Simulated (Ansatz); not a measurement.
**SiH₅O (doublet): wave-function methods side by side at distance O1–H3 along a hydrogen transfer = 1.291 Å, cc-pVDZ**

Aim: climb from Hartree-Fock through coupled cluster and multireference methods for SiH₅O (doublet) at one geometry and basis, and see what each rung misses.

Program: Ansatz 0.2.0, Gaussian basis. Level of theory: cc-pVDZ, core rule «outside noble gas», up to 6 orbitals frozen. These are calculated values, not measurements.

To be run: UHF; CCSD(T) on ROHF; CCSD(T) on UHF; BCCD(T) on ROHF; CISD; CCSDT(Q) on ROHF; CCSDT(Q) on UHF; CASSCF and MRCISD+Q, 3 electrons in 3 orbitals; CASSCF and NEVPT2, 3 electrons in 3 orbitals.

### Step 1. The geometry

The geometry derives from fragments relaxed apart (PBE0/def2-TZVP) and kept rigid, so it is no stationary point. A hydrogen atom is moved between rigid fragments.

7 atoms, charge 0, spin multiplicity 2.

Atoms are counted from 1 here; the program's logs count them from 0.

Bond lengths: O1–H2 0.960 Å, H3–Si4 1.440 Å, Si4–H5 1.486 Å, Si4–H6 1.486 Å, Si4–H7 1.486 Å. Angles: H3–Si4–H5 107.6°, H3–Si4–H6 107.6°, H3–Si4–H7 107.6°, H5–Si4–H6 111.3°, H5–Si4–H7 111.3°, H6–Si4–H7 111.3°.

### Step 2. UHF

Input file in.yaml:

```yaml
crystal:
  periodic: [false, false, false]
  atoms:
    - {symbol: O, position_ang: [-1.778542, -0.019012, 0.000000]}
    - {symbol: H, position_ang: [-2.027851, 0.907564, 0.000000]}
    - {symbol: H, position_ang: [-0.487542, -0.019012, 0.000000]}
    - {symbol: Si, position_ang: [0.952458, -0.019012, 0.000000]}
    - {symbol: H, position_ang: [1.402431, -1.435264, 0.000000]}
    - {symbol: H, position_ang: [1.402432, 0.689115, -1.226512]}
    - {symbol: H, position_ang: [1.402433, 0.689115, 1.226511]}
basis:
  gaussian: {orbitals: cc-pVDZ}
magnetization: {spin_polarized: true, initial_magnetization: 1}
hamiltonian: {xc: hf}
output: {orbitals: {seedname: orbitals}}
```

The run is started by

```
$ ansatz run in.yaml --threads 1 --pin off --events-out ev --progress --plain --max-ram 2816MiB --backend cpu
```

Further steps of the session: CCSD(T) on ROHF; CCSD(T) on UHF; BCCD(T) on ROHF; CISD; CCSDT(Q) on ROHF; CCSDT(Q) on UHF; CASSCF and MRCISD+Q, 3 electrons in 3 orbitals; CASSCF and NEVPT2, 3 electrons in 3 orbitals.

Q: Predict the results of all the runs planned. Wanted: UCCSDT(Q) below the RHF energy; RMP2 from UCCSDT(Q); UMP2 from UCCSDT(Q); RCCSD from UCCSDT(Q); RCCSD(T) from UCCSDT(Q); UCCSD(T) from UCCSDT(Q); RCCSDT(Q) from UCCSDT(Q); NEVPT2 pair from UCCSDT(Q); MRCISD+Q pair from UCCSDT(Q).

The runs gave:

```
                         quantity                               value
   UCCSDT(Q) below the RHF energy                          -9.6055 eV
              RMP2 from UCCSDT(Q)                         +1377.5 meV
              UMP2 from UCCSDT(Q)                         +1411.9 meV
             RCCSD from UCCSDT(Q)                          +229.0 meV
          RCCSD(T) from UCCSDT(Q)                           +43.4 meV
          UCCSD(T) from UCCSDT(Q)                           +43.7 meV
         RCCSDT(Q) from UCCSDT(Q)                            +0.4 meV
       NEVPT2 pair from UCCSDT(Q)                         +1320.9 meV
     MRCISD+Q pair from UCCSDT(Q)                          +163.1 meV
levels within 1 kcal/mol (43 meV)  BCCD(T), RCCSDT, UCCSDT, RCCSDT(Q)
                    T1 diagnostic                               0.029
```

In words: RCCSD(T) lands +43.4 meV from the yardstick (0.5 % of the correlation energy). Of the multireference levels listed MRCISD+Q pair comes nearest in total energy (+163.1 meV), which doesn't show that its space is the better one. These misses are within one basis, not against nature; the frozen cores of restricted and unrestricted runs differ, which can shift their rows.
